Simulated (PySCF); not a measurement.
Series: H2E=Y. Isolated molecules, 0 K electronic values unless said otherwise. Strings in code marks are SMILES.

The dipole moment from two functionals at the same geometries (r2SCAN-D4/def2-TZVP), both in PySCF: PBE-D3(BJ)/def2-TZVP and r2SCAN-D4/def2-TZVP. 

```tsv
species	PBE-D3(BJ)/def2-TZVP (D)	r2SCAN-D4/def2-TZVP (D)
`C=O`	2.14	2.25
`C=[Se]`	1.45	1.61
`C=N`	1.92	1.99
`[SiH2]=S`	2.44	2.62
`[SiH2]=[Se]`	2.13	2.36
`[SiH2]=N`	2.21	2.33
`[GeH2]=[O]`	3.55	3.74
`[S]=[GeH2]`	2.71	2.88
`[Se]=[GeH2]`	2.37	2.57
`[SnH2]=[O]`	3.88	4.09
```

Over these rows, drawn at random from the members with no instability flagged (it was tested for open shells, ions and some series alone), PBE minus r2SCAN-D4: mean -0.17 D, from -0.23 D to -0.07 D.
